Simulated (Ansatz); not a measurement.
A run of Ansatz (development build ahead of 0.2.0) on doublet CH at this shape:

| atom | x (Å) | y (Å) | z (Å) |
| --- | --- | --- | --- |
| C | 0.0000 | 0.0000 | -0.1615 |
| H | 0.0000 | 0.0000 | 0.9688 |

Its results:

```json
{
  "Converged": "yes",
  "Reference energy": "-38.28526 hartree",
  "Correlation energy": "-0.08986 hartree",
  "Total energy": "-38.37513 hartree",
  "Spin squared of the determinant": "1.096"
}
```

(1) Which input gives this output? Name the method, the orbitals and the basis set, and write the input.

Results:

(1) UHF-MP2 in def2-TZVP.

```yaml
crystal:
  periodic: [false, false, false]
  atoms:
    - { symbol: C, position_ang: [0.0, 0.0, -0.16146] }
    - { symbol: H, position_ang: [0.0, 0.0, 0.96879] }
basis:
  gaussian: { orbitals: def2-TZVP }
magnetization:
  spin_polarized: true
  initial_magnetization: 1
hamiltonian:
  xc: hf
correlation:
  method: mp2
  frozen_orbitals: { C: 1, H: 0 }
```

Caution: the unrestricted determinant is spin contaminated.
